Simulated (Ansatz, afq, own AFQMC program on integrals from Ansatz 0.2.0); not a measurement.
Integrals from Ansatz 0.2.0, then the random walk in our own AFQMC program (afq).

```yaml
crystal:
  periodic: [false, false, false]
  atoms:
    - {symbol: B, position_ang: [0.000000, 0.000000, 0.000000]}
    - {symbol: S, position_ang: [0.000000, 0.000000, 2.191000]}
basis:
  gaussian: {orbitals: 6-31G}
magnetization: {spin_polarized: true, initial_magnetization: 1}
correlation: {method: ccsd_t, electrons: outside_noble_gas, hamiltonian_folder: ham}
```

```sh
$ ansatz run in.yaml --threads 1 --pin off --events-out ev --progress --plain --max-ram 16896MiB --backend cuda --devices 0, --max-vram 18GiB
```

afq runs on the folder ham with

```
--method phaseless --trial cisd --walkers 4000 --populations 20 --least-time 60 --time-step 0.005 --steps-per-block 50 --equilibration-blocks 40 --max-blocks 4000 --target-error 0.00036 --factor-cut 1e-05 --start spin_pure --seed 5085 --release-times 0.24,0.51,0.99,1.62,2.4 --release-step 0.03 --release-every 3 --taylor-order 6
```

Times are imaginary, in 1/Eh. The walk had a cap of 122 s. With eight or more populations the least sampling time is a fifth of least-time, and the error comes from their spread.

afq prints:

```
orbitals 16  electrons 5 4  factors 86 of 266
reference energy -422.02432016 Eh
CCSD correlation -0.11772154 Eh in 16 cycles, weight of the determinant in the CISD state 0.7816
energy of the start -422.141204 Eh
 block  time / (1/Eh)  mean weight  energy / Eh
     1     0.250  1.0000  -422.141643
     2     0.500  1.0000  -422.142911
     3     0.750  1.0000  -422.144125
     4     1.000  1.0000  -422.145269
     5     1.250  1.0000  -422.146225
    10     2.500  1.0000  -422.148908
    25     6.250  1.0000  -422.152467
    28     7.000  1.0000  -422.154540
    40    10.000  1.0000  -422.151784
    55    13.750  0.9999  -422.152536
    70    17.500  0.9999  -422.151592
    85    21.250  0.9999  -422.152815
    97    24.250  1.0001  -422.149969
   100    25.000  0.9999  -422.150204
   115    28.750  1.0002  -422.151234
   130    32.500  1.0000  -422.152282
   145    36.250  0.9999  -422.151231
   148    37.000  0.9999  -422.151333
error from the spread of 20 populations
released: time / (1/Eh)  energy / Eh  error  mean overlap
  0.24  -422.152905  0.001075  1.0010
  0.51  -422.151929  0.000276  1.0013
  0.99  -422.152640  0.000385  1.0011
  1.62  -422.153329  0.000519  0.9989
  2.40  -422.153058  0.000406  1.0003
energy -422.151569 +/- 0.000336 Eh
(rows thinned)
```

The run passed its tests (sampling time, drift between the halves within three errors, error under three times the target), which doesn't prove that it has relaxed.

Against this walk (error 9.1 meV) on the same determinant: CCSD(T) 9.3 meV higher (within the noise), CCSDT(Q) 128.7 meV lower, CCSDTQ 77.8 meV lower, full CI 64.2 meV lower. The error is statistical and leaves out the bias of the constraint. The released energies have errors that jump between times, so the bars are unsure (meV from the phaseless value at times in 1/Eh: -36 ± 29 at 0.24, -10 ± 8 at 0.51, -29 ± 10 at 0.99, -48 ± 14 at 1.62, -41 ± 11 at 2.40), so they give no level. Full CI is exact here, so the walk's 64 meV above it is the walk's own error: the bias of the constraint with this trial. The determinant is a poor start (see the cautions), so the low cluster orders aren't to be relied on, and full CI is the sure value.

Cautions: constraint bias not in the error; an unrestricted solution with more broken spin lies lower (474 meV, ⟨S²⟩ 1.09); strong correlation (T1 0.080, weight of the determinant 0.78, largest double 0.10); (T) is large, 8 % of the CCSD correlation; unrestricted determinant slightly spin contaminated (⟨S²⟩ 0.81 against 0.75).

The walk took 47 s on 1 × NVIDIA H100 80GB HBM3 with 2 threads of AMD EPYC 7R13 Processor (Zen 3), with other jobs on the host (the card was shared). The log's last line is the phaseless energy.

CCSDT and higher add their correlation energy to the determinant of the CCSD(T) run, since their own runs factorise the integrals more tightly (a shift of under 2 meV). A walk keeps the symmetry of its determinant, which the program's search chose and which needn't be the lowest solution, so a lower state of the same spin and another symmetry isn't excluded.
